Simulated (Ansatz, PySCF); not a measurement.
This Ansatz (a quantum-chemistry and plane-wave program) input computes a CAM-B3LYP/def2-TZVPD energy:

Ansatz 0.2 input:
```yaml
crystal:
  periodic: [false, false, false]
  atoms:
    - {symbol: O, position_ang: [0.02204159, 1.10436371, -0.00118827]}
    - {symbol: H, position_ang: [-0.92327012, 1.31460394, 0.01604549]}
    - {symbol: Cl, position_ang: [0.04393750, -0.59703021, -0.00038467]}
basis:
  gaussian:
    orbitals: def2-TZVPD
hamiltonian:
  xc: {name: CAM-B3LYP}
output: {forces: true}
```

Task: Write an input for the same energy in PySCF and say what it gives.

Result: 
```python
from pyscf import gto, scf, dft

mol = gto.M(
    atom='''
    O     0.02204159    1.10436371   -0.00118827
    H    -0.92327012    1.31460394    0.01604549
    Cl    0.04393750   -0.59703021   -0.00038467
    ''',
    basis='def2-tzvpd',
    charge=0,
    spin=0,
    verbose=4,
)

mf = dft.RKS(mol, xc='camb3lyp').density_fit(auxbasis='def2-universal-jkfit')
mf.grids.level = 3
mf.conv_tol = 1e-9
mf.max_cycle = 100
mf.max_memory = 1500
mf.kernel()
if not mf.converged:
    mf = mf.newton()
    mf.kernel(mf.make_rdm1())
mf.analyze()
```
It gives -535.99856 Eh, and Ansatz -535.99853 Eh, a difference of 0.03 mEh, from the treatment of integrals and grids.
